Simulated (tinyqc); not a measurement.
Worked calculation (part 2 of 2): UKS/LDA (PW92) in the sto-3g basis, for CH, spin multiplicity 4. Computed by tinyqc, a small Python program that keeps every step (integrals from PySCF). Command: `OMP_NUM_THREADS=1 python tinyqc.py 31728 31729 out.jsonl` (the two numbers bound the seeds that draw the settings). One thread of a shared host (Intel(R) Xeon(R) Processor @ 2.60GHz), about 1 s of CPU time with the checks.

Geometry (angstrom):
```
atom,x,y,z
C,0.00000,0.00000,0.00000
H,0.00000,0.00000,1.34000
```

## Populations, bond orders and dipole

D(alpha) after iteration 8, lower triangle:
```
,1C 1s,1C 2s,1C 2px,1C 2py,1C 2pz,2H 1s
1C 1s,1.05984
1C 2s,-0.24206,0.99672
1C 2px,0.00000,0.00000,1.00000
1C 2py,0.00000,0.00000,0.00000,1.00000
1C 2pz,0.06134,-0.26184,0.00000,0.00000,0.40059
2H 1s,-0.02197,-0.00820,0.00000,0.00000,0.36521,0.39777
```

D(beta) after iteration 8, lower triangle:
```
,1C 1s,1C 2s,1C 2px,1C 2py,1C 2pz,2H 1s
1C 1s,1.02650
1C 2s,-0.10939,0.46946
1C 2px,0.00000,0.00000,0.00000
1C 2py,0.00000,0.00000,0.00000,0.00000
1C 2pz,-0.03895,0.13862,0.00000,0.00000,0.04097
2H 1s,-0.10636,0.32264,0.00000,0.00000,0.09547,0.22271
```

overlap S, lower triangle:
```
,1C 1s,1C 2s,1C 2px,1C 2py,1C 2pz,2H 1s
1C 1s,1.00000
1C 2s,0.24836,1.00000
1C 2px,0.00000,0.00000,1.00000
1C 2py,0.00000,0.00000,0.00000,1.00000
1C 2pz,0.00000,0.00000,0.00000,0.00000,1.00000
2H 1s,0.03500,0.35775,0.00000,0.00000,0.37338,1.00000
```

Mulliken: Z minus the diagonal of D S on the atom; Loewdin: the same with S^(1/2) D S^(1/2); Mayer order: 2 sum_s sum (D(s) S)_ij (D(s) S)_ji over the two atoms.

Charges (e):
```
atom,Mulliken,Loewdin,Mulliken spin
1C,-0.09951,-0.08320,2.83963
2H,0.09951,0.08320,0.16037
```

Mayer bond orders:
```
pair,order
2-1,0.96438
```

dipole moment about the origin, x y z (debye): 0.00000  0.00000  0.50740

<S^2> of the determinant (pure state: 3.75) = 3.75077
